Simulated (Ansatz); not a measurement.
# C4H5F: harmonic frequencies at the relaxed geometry

At which frequencies does C4H5F vibrate? Aim: harmonic frequencies at the relaxed geometry, for C4H5F, run from a script. SMILES: FC1=CCC1.

All numbers are computed with the Python package of Ansatz 0.2.0. Level of theory: r2SCAN/cc-pVDZ.

### 1 The structure

Bond lengths: F1–C2 1.353 Å, C2–C3 1.351 Å, C3–C4 1.502 Å, C2–C5 1.526 Å, C4–C5 1.511 Å, C3–H6 1.075 Å, C4–H7 1.058 Å, C4–H8 1.127 Å, C5–H9 1.105 Å, C5–H10 1.090 Å. Angles (14 of 18 angles, heavy atoms first): F1–C2–C3 132.1°, F1–C2–C5 135.4°, C3–C2–C5 92.4°, C2–C3–C4 93.5°, C3–C4–C5 87.3°, C2–C5–C4 86.5°, C2–C3–H6 131.4°, C4–C3–H6 134.6°, C3–C4–H7 119.7°, C3–C4–H8 111.7°, C5–C4–H7 118.1°, C5–C4–H8 111.2°, C2–C5–H9 113.1°, C2–C5–H10 114.4°.

The script holds or builds the structure itself.

### 2 The script

Contents of run_freq.py:

```python
'''Vibrations of C4H5F.'''

import ansatz
from ase import Atoms
import numpy as np

BASIS_SET = 'cc-pVDZ'
XC = 'r2scan'


def main() -> None:
    atoms = Atoms(['F', 'C', 'C', 'C', 'C', 'H', 'H', 'H', 'H', 'H'], positions=[
        (0.3139, 0.4426, 2.4041),
        (0.1088, 0.1396, 1.102),
        (-0.071, -1.0372, 0.4632),
        (-0.0524, -0.4065, -0.8996),
        (0.0478, 0.9304, -0.2018),
        (-0.0813, -2.0489, 0.8263),
        (0.7084, -0.6675, -1.5872),
        (-1.0439, -0.5195, -1.4242),
        (-0.8048, 1.6324, -0.2438),
        (0.9577, 1.4835, -0.4361),
    ])
    c4h5f = ansatz.Crystal.molecule_from_ase(atoms)

    model = (
        c4h5f.calculation()
        .basis(gaussian=BASIS_SET)
        .functional(XC)
    )
    symbols = [site.symbol for site in c4h5f.cartesian_sites]
    start = np.array([site.position_ang for site in c4h5f.cartesian_sites], dtype=float)
    data = model.relax(force_tolerance=0.003).run(threads=1, pin='off').report
    end = np.array(data['positions_ang'])

    print('bond        before    after (A)')
    for i, j in [(0, 1), (1, 2), (1, 4), (2, 3), (2, 5), (3, 4), (3, 6), (3, 7), (4, 8), (4, 9)]:
        d0, d1 = (np.linalg.norm(xyz[i] - xyz[j]) for xyz in (start, end))
        print(f'{symbols[i]}{i}-{symbols[j]}{j}'.ljust(10), f'{d0:8.4f} {d1:8.4f}')

    # same settings at the minimum
    minimum = ansatz.Crystal.molecule()
    for symbol, xyz in zip(symbols, end):
        minimum = minimum.atom(symbol, xyz.tolist())
    vibrating = (
        minimum.calculation()
        .basis(gaussian=BASIS_SET)
        .functional(XC)
        .phonons(temperatures=(200, 600, 100))
    )
    vib = vibrating.run(threads=1, pin='off').report['vibrations']
    sums = vib['harmonic_sums']
    modes = [m['omega_inv_cm'] for m in sums['modes_at_gamma'] if m['rigid_motion'] == 'no']
    print('frequencies (1/cm):', ' '.join(f'{w:.0f}' for w in modes))
    print('imaginary modes:', sum(w < 0 for w in modes), ' zero-point energy:', round(sums['zero_point_energy_ev'], 4), 'eV')
    print('T (K)   F_vib (eV)   S_vib (meV/K)   C_vib (meV/K)')
    for row in zip(sums['temperatures_k'], sums['vibrational_free_energy_ev'], vib['entropy_ev_per_k'], vib['heat_capacity_ev_per_k']):
        print(f'{row[0]:6.1f} {row[1]:11.4f} {1000 * row[2]:13.4f} {1000 * row[3]:15.4f}')


if __name__ == '__main__':
    main()
```

### 3 What the engine is handed

The engine receives this input (first run):

```yaml
crystal:
  periodic: [false, false, false]
  atoms:
    - { symbol: F, position_ang: [0.3139, 0.4426, 2.4041] }
    - { symbol: C, position_ang: [0.1088, 0.1396, 1.102] }
    - { symbol: C, position_ang: [-0.071, -1.0372, 0.4632] }
    - { symbol: C, position_ang: [-0.0524, -0.4065, -0.8996] }
    - { symbol: C, position_ang: [0.0478, 0.9304, -0.2018] }
    - { symbol: H, position_ang: [-0.0813, -2.0489, 0.8263] }
    - { symbol: H, position_ang: [0.7084, -0.6675, -1.5872] }
    - { symbol: H, position_ang: [-1.0439, -0.5195, -1.4242] }
    - { symbol: H, position_ang: [-0.8048, 1.6324, -0.2438] }
    - { symbol: H, position_ang: [0.9577, 1.4835, -0.4361] }
basis:
  gaussian:
    orbitals: cc-pVDZ
hamiltonian:
  xc: r2scan
relax:
  f_tol: 0.003
```

### 4 Running it

Command:

```
$ python run_freq.py
```

**Question.** What results will this script give? Wanted: moves of the relaxation of run 1; energy gained in run 1; last largest force component of run 1; highest frequency; imaginary modes; zero-point energy.

As calculated:

```
                             quantity        value
                        runs compared            2
     moves of the relaxation of run 1            8
               energy gained in run 1     0.257 eV
last largest force component of run 1  0.0010 eV/Å
                    highest frequency    3232 cm⁻¹
                      imaginary modes            0
                    zero-point energy     2.137 eV
```

What this shows: Run 1: After 8 moves the largest shift is 0.096 Å, of atom 1 (F). All frequencies are real, so the geometry is a minimum. The values are harmonic; measured fundamentals also hold anharmonic shifts, mostly downward for stretches. The frequencies are harmonic and unscaled, in a modest basis. The result belongs to the one conformer reached from this start, and soft torsions count as harmonic oscillators.
